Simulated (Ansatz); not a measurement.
# PS2 (doublet): from Hartree-Fock to the top rungs, def2-TZVPP

The task here is to estimate one member of a computed series from the others.

The runs use Ansatz 0.2.0, Gaussian basis; def2-TZVPP, core rule «outside noble gas», up to 15 orbitals frozen.

The runs, in order: UHF; ROHF; CCSD(T) on UHF.

2 further runs of the same task are left out: 2 set aside as unsound or not needed.

### The geometry

The geometry is a PBE0/def2-TZVP stationary point (not a proven minimum).

3 atoms, charge 0, spin multiplicity 2.

Atoms are counted from 1 here; the program's logs count them from 0.

Bond lengths: S1–P2 1.911 Å, P2–S3 1.911 Å. Angles: S1–P2–S3 132.6°.

Geometry (Å):

| atom | x (Å) | y (Å) | z (Å) |
| --- | --- | --- | --- |
| S1 | 0.00000 | -0.25002 | 1.75040 |
| P2 | 0.00000 | 0.51766 | 0.00000 |
| S3 | 0.00000 | -0.25002 | -1.75040 |

The first run:

The input, in.yaml:

```yaml
crystal:
  periodic: [false, false, false]
  atoms:
    - {symbol: S, position_ang: [0.000000, -0.250020, 1.750402]}
    - {symbol: P, position_ang: [0.000000, 0.517658, 0.000000]}
    - {symbol: S, position_ang: [0.000000, -0.250020, -1.750402]}
basis:
  gaussian: {orbitals: def2-TZVPP}
magnetization: {spin_polarized: true, initial_magnetization: 1}
hamiltonian: {xc: hf}
output: {orbitals: {seedname: orbitals}}
```

Run with:

```sh
$ ansatz run in.yaml --threads 1 --pin off --events-out ev --progress --plain --max-ram 3968MiB --backend cpu
```

Steps of the session up to this table: UHF; ROHF; CCSD(T) on UHF.

One of the session's tables, all rows but one given; the rest of the session is left out.

It belongs to the step «Misses and costs». 

```
  method  from UCCSD(T) (kcal/mol)
    ROHF                   +340.47
     UHF                   +335.51
    UMP2                    +38.88
   UCCSD                         ?
UCCSD(T)                         0
```

Estimate the missing values for UCCSD.

**Answer.** from UCCSD(T) (kcal/mol): +21.31. In the column «from UCCSD(T) (kcal/mol)» it lies between UCCSD(T) (0) and UMP2 (+38.88).

With the free atoms at the same levels and basis (separate runs), the atomisation energy is 7.077 eV at UCCSD(T), 3.365 eV at ROHF.
